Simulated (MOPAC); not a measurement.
MOPAC input (PM7):

```
PM7 PRECISE GNORM=0.05 LET XYZ GEO-OK AUX(PRECISION=9) THREADS=1
C4H10

C     0.69937568 1    1.82728426 1    0.00054562 1
C     0.70156397 1    0.30144699 1    0.00086227 1
C    -0.70156397 1   -0.30144699 1   -0.00086227 1
C    -0.69937568 1   -1.82728426 1   -0.00054562 1
H     1.71402131 1    2.22985319 1    0.00179956 1
H    -1.71402131 1   -2.22985319 1   -0.00179956 1
H     0.18459666 1    2.21933891 1    0.88117291 1
H     0.18691897 1    2.21897643 1   -0.88159613 1
H    -0.18691897 1   -2.21897643 1    0.88159613 1
H    -0.18459666 1   -2.21933891 1   -0.88117291 1
H     1.25015028 1   -0.06514793 1   -0.87321431 1
H     1.24784513 1   -0.06478813 1    0.87653194 1
H    -1.24784513 1    0.06478813 1   -0.87653194 1
H    -1.25015028 1    0.06514793 1    0.87321431 1
```

Task: What heat of formation does the run end on?

Result: -28.21 kcal/mol.
